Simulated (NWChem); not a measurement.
## Basis-set dependence for CH₂

```
C
H 1 1.1231
H 1 1.1231 2 100.29
```
Charge 0, spin multiplicity 1.

Everything below was run with NWChem. All single points use one geometry, from B3LYP/def2-SVP, a minimum by its harmonic frequencies.

Hartree-Fock energies in Ha, correlation energies in mHa.

The correlated methods keep 1 core orbital frozen. The structure started from a generated list of species. No row is a measurement; the coupled-cluster row has its own basis-set and correlation limits.

```json
[
 {"basis": "3-21G", "functions": "13", "RHF": "-38.65100", "MP2": "-65.9", "SCS-MP2": "-72.3", "CCSD": "-87.8", "CCSD+T(CCSD)": "-89.4", "CCSD(T)": "-89.4", "CR-CCSD[T]": "-89.2", "CR-CCSD(T)": "-89.2", "CCSDT": "-89.8", "RI-MP2": "not run"},
 {"basis": "cc-pVDZ", "functions": "24", "RHF": "-38.88070", "MP2": "-110.7", "SCS-MP2": "-118.7", "CCSD": "-138.9", "CCSD+T(CCSD)": "-141.9", "CCSD(T)": "-141.8", "CR-CCSD[T]": "-141.5", "CR-CCSD(T)": "-141.5", "CCSDT": "-142.6", "RI-MP2": "-110.7"},
 {"basis": "cc-pVTZ", "functions": "58", "RHF": "-38.89154", "MP2": "-139.1", "SCS-MP2": "-149.1", "CCSD": "-164.8", "CCSD+T(CCSD)": "-169.7", "CCSD(T)": "-169.7", "CR-CCSD[T]": "-169.1", "CR-CCSD(T)": "-169.1", "CCSDT": "not run", "RI-MP2": "-139.0"},
 {"basis": "cc-pVQZ", "functions": "115", "RHF": "-38.89427", "MP2": "-148.5", "SCS-MP2": "-159.7", "CCSD": "-172.0", "CCSD+T(CCSD)": "-177.5", "CCSD(T)": "-177.4", "CR-CCSD[T]": "-176.9", "CR-CCSD(T)": "-176.8", "CCSDT": "not run", "RI-MP2": "-148.5"}
]
```

From cc-pVTZ to cc-pVQZ the Hartree-Fock energy moves by -2.7 mHa and the MP2 correlation energy by -9.5 mHa, which is 6 % of its value in the larger set.
